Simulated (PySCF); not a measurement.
Some computed properties have been withheld. Give your best values.

Compound: Si2H6.
Atom-mapped SMILES: `[SiH3:1][SiH3:2]` (hydrogens: H3, H4, H5 on Si1; H6, H7, H8 on Si2)

```json
{"property": "point group of the GFN2-xTB geometry", "level": "GFN2-xTB", "value": "?"}
{"property": "rotational constants A, B, C of the GFN2-xTB geometry", "level": "GFN2-xTB", "value": "45.568, 5.177, 5.176 GHz"}
{"property": "dipole moment", "level": "PBE0/pcSseg-1", "value": "?"}
{"property": "HOMO energy", "level": "PBE0/pcSseg-1", "value": "-8.78 eV"}
{"property": "LUMO energy", "level": "PBE0/pcSseg-1", "value": "0.25 eV"}
{"property": "1H chemical shifts (computed TMS as zero) by class", "level": "GIAO PBE0/pcSseg-1", "value": "?"}
{"property": "isotropic shieldings of nuclei other than C and H, by class", "level": "GIAO PBE0/pcSseg-1", "value": "?"}
```

Electronic properties: PySCF, gas phase, density fitting.

Q: The 1H chemical shifts (computed TMS as zero) by class?

A: 3.45 (H3/H4/H5/H6/H7/H8) ppm.

Q: What are the isotropic shieldings of nuclei other than C and H, by class?

A: 469 (Si1/Si2) ppm.

Q: The dipole moment?

A: 0.00 D by symmetry (numerical residue 0.01 D).

Q: The point group of the GFN2-xTB geometry?

A: D3d.

The rotational constants are those of a prolate symmetric top; the small spread among constants that symmetry makes equal is optimisation noise. With B = h/(8π²I), that is 505.379 GHz u Å² over I, the principal moments of inertia are 11.1, 97.6 and 97.6 u Å² (most abundant isotopes); the inertial defect Ic − Ia − Ib is -11.1 u Å² (zero for a rigid planar frame, negative otherwise). Point group D3d forbids a permanent dipole, so the rigid molecule has no electric-dipole pure rotational spectrum.
